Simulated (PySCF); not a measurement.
## HF beside CCSD(T) along the second period: bonds to P

HF and CCSD(T) in PySCF with def2-TZVPPD on every atom, for the lowest determinant that a PBE0 search found; no spin–orbit coupling.

| molecule | state (unpaired electrons) | HF Re (Å) | HF ωe (cm⁻¹) | HF De (eV) | CCSD(T) Re (Å) | CCSD(T) ωe (cm⁻¹) | CCSD(T) De (eV) |
| --- | --- | --- | --- | --- | --- | --- | --- |
| BP | triplet (σ ↑, π ↑) | 1.715 | 1058 | 1.79 | 1.755 | 939 | 3.13 |
| PN | singlet (closed shell) | 1.448 | 1590 | 1.78 | ? | ? | ? |
| PO | doublet (π ↑) | 1.440 | 1433 | 2.70 | 1.489 | 1220 | 5.79 |
| PF | triplet (π ↑↑) | 1.570 | 911 | 2.83 | 1.601 | 844 | 4.44 |

Estimate the CCSD(T) values of PN by adding the mean shift from HF to CCSD(T) of the other rows, and compare with the calculation.

The mean shifts are +4.0 pm, -133 cm⁻¹ and +2.01 eV, which give 1.488 Å, 1457 cm⁻¹ and 3.79 eV. CCSD(T)/def2-TZVPPD gives Re = 1.502 Å, ωe = 1323 cm⁻¹, De = 5.87 eV.

What are the mean differences of HF from CCSD(T) over the whole series?

Re -4.3 pm, ωe +166 cm⁻¹, De -2.53 eV.

In a basis of this size CCSD(T) is itself not converged; it tends to give bonds that are too long and too weak.

Correlated steps freeze 6 core orbitals. UHF and ROHF references stand side by side, which adds small steps between rows. Where the molecule has an RHF reference, its open-shell atoms are computed with UHF. States were picked by a PBE0 search and need not be the measured ground states.
